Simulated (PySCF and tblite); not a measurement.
The numbers below are computed, except where a source is named.
System: C6H10, numbered as in [CH2:1]=[C:2]([CH3:3])[C:4](=[CH2:5])[CH3:6].

Motion: rotation about the C2–C4 bond (torsion C1–C2–C4–C5 from -180° to -43°, rising). GFN2-xTB gives an electronic barrier of 1.7 kcal/mol and a reaction energy of 0.4 kcal/mol.

**Question.** What does revPBE/pcSseg-1 + D3(BJ), IEF-PCM acetone give on PBE0-D3(BJ)/def2-SVP geometries?

**Answer.** A barrier of 4.0 kcal/mol, 2.3 above the tight-binding barrier (from unrounded values), a reaction energy of 2.2 kcal/mol and, with GFN2-xTB thermal terms, ΔG‡(298 K) = 3.3 kcal/mol and k = 4.4×10¹⁰ s⁻¹ (2 equivalent paths).

**Question.** And the level of the geometries itself, PBE0-D3(BJ)/def2-SVP?

**Answer.** 4.7 kcal/mol.

Programs: tblite and PySCF.
